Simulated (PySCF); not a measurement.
Isomers of C3H4F2O. Computed with PBE0-D3(BJ)/def2-SVP geometry optimisation, gas phase in PySCF 2.14.0. One conformer each; no zero-point energy, no entropy. No frequencies were run at this level. Point groups hold within 0.08 Å.

Question: Order them by energy at this level, lowest first, and give relative energies in kcal/mol.
A. `[F:1][CH2:2][C@@H:3]1[O:4][C@@H:5]1[F:6]` with F1–C2–C3–O4 174°
B. `[CH3:1][C:2](=[O:3])[CH:4]([F:5])[F:6]` with C1–C2–C4–F5 -62°
C. `[O:1]=[CH:2][CH2:3][CH:4]([F:5])[F:6]` with O1–C2–C3–C4 136°, C2–C3–C4–F5 175°

Answer: B (0.0), C (2.8), A (26.1).

As drawn, the lowest has a C=O bond and two fluorines on one carbon, which the highest lacks; the highest has a three-membered ring, which the lowest lacks.

```csv
SMILES,E (Eh),E rel (kcal/mol),dipole (D),point group,"A, B, C (MHz)"
CC(=O)C(F)F,-390.92807,0.0,1.13,near Cs,"5098, 2746, 2640"
O=CCC(F)F,-390.92355,2.8,0.76,C1,"8664, 1935, 1660"
FC[C@@H]1O[C@@H]1F,-390.88647,26.1,1.12,C1,"6823, 2487, 2078"
```
